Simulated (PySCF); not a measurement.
Two-dimensional NMR puzzle

Compound of formula C$_{3}$H$_{5}$Cl$_{3}$. Correlations simulated from computed shifts and the bond graph:

HSQC (one-bond C–H):
```
  δH    δC
2.50  52.4
1.40  13.6
```

COSY cross peaks (H two or three bonds apart, from the bond graph; peaks can be absent where the dihedral angle is near 90°):
```
  δH    δH
2.50  1.40
```

HMBC (two and three bonds, from the bond graph; two-bond peaks within aromatic rings are usually weak or absent):
```
  δH           δC
2.50  125.7, 13.6
1.40  125.7, 52.4
```

Carbons without hydrogens: δ 125.7.

One averaged value for each set of equivalent atoms, one computed conformer, gas phase, relativity neglected. Structure optimised with GFN2-xTB; σ from GIAO-PBE0/pcSseg-1; PySCF 2.14.

Referencing at the same level of theory: TMS for $^{1}$H and $^{13}$C.

Exchangeable hydrogens are left out of these lists.

Q: Which molecule is this?

A: SMILES CCC(Cl)(Cl)Cl.

Atoms are numbered as in `[CH3:1][CH2:2][C:3]([Cl:4])([Cl:5])[Cl:6]`; H(Xn) means a hydrogen on atom n.

- δC 125.7 is C3, a fully substituted sp3 carbon bonded to 3 Cl.
- δC 52.4 is C2, an sp3 CH2 (δH 2.50).
- δC 13.6 is C1, a methyl carbon (δH 1.40).
- HMBC from δH 2.50 reaches the proton-free carbon C3.
- HMBC from δH 1.40 reaches the proton-free carbon C3.
- COSY links 2.50–1.40.

The data come from this structure; uniqueness wasn't tested.

Carbons that carry Cl, above all several Cl atoms, come out too deshielded, partly because spin–orbit coupling is missing. Shifts are as computed. Against solution values, carbons near 30 ppm lie about +3 ppm off and those near 130 ppm about +5 ppm; carbons on Cl a further +6 ppm (rms about the fit 2.1 ppm; single classes can miss by 10 ppm). Of 1328 compounds with measured shifts, 309 miss one by over three times the rms of a fit or turn the order of signals round; such compounds aren't used in these exercises. Signals without a measured value on file couldn't be tested in this way; 1H shifts scatter by 0.2 ppm about their fit, and single ones miss by 0.5 ppm.
